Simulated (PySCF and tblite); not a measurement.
The numbers below are computed, except where a source is named.
Molecule: C4H7N, numbered as in [CH2:1]=[CH:2][N:3]1[CH2:4][CH2:5]1; H named by carrier, a and b as here (out-of-plane angle -33°, Å):

```
C1       2.059   -0.023   -0.050
C2       0.965   -0.589   -0.548
N3      -0.259    0.009   -0.610
C4      -0.997    0.912    0.191
C5      -1.607   -0.339   -0.357
H1a      3.016   -0.504   -0.123
H1b      2.028    0.948    0.412
H2       0.991   -1.563   -1.020
H4a     -0.794    0.959    1.258
H4b     -1.238    1.867   -0.260
H5a     -1.830   -1.146    0.336
H5b     -2.283   -0.280   -1.203
```

The mean out-of-plane torsion at N3 (0° is planar) is held and the rest relaxed at GFN2-xTB. Energies: PBE0/pcSseg-1 + D3(BJ), IEF-PCM dichloromethane. Couplings: B3LYP/6-31G* with H pcJ-1 N pcJ-1, gas phase, for ¹H, ¹⁵N. (tblite 0.8, PySCF 2.14.)

One held structure gave ²J(N3,H5a) = 1.0, ²J(N3,H5b) = -1.9, ²J(N3,H4b) = -1.5, ²J(N3,H4a) = 1.0, ³J(N3,H1a) = -8.5, ³J(H4b,H5b) = 3.3, ³J(H4a,H5a) = 4.0, ²J(H5a,H5b) = 3.1 Hz.

At which out-of-plane angle was it held?
A. 53°
B. -53°
C. 16°
D. 0°
E. -33°
F. -16°
G. -45°
H. 33°
I. 45°

F. It lies 7.69 kcal/mol above the lowest point.
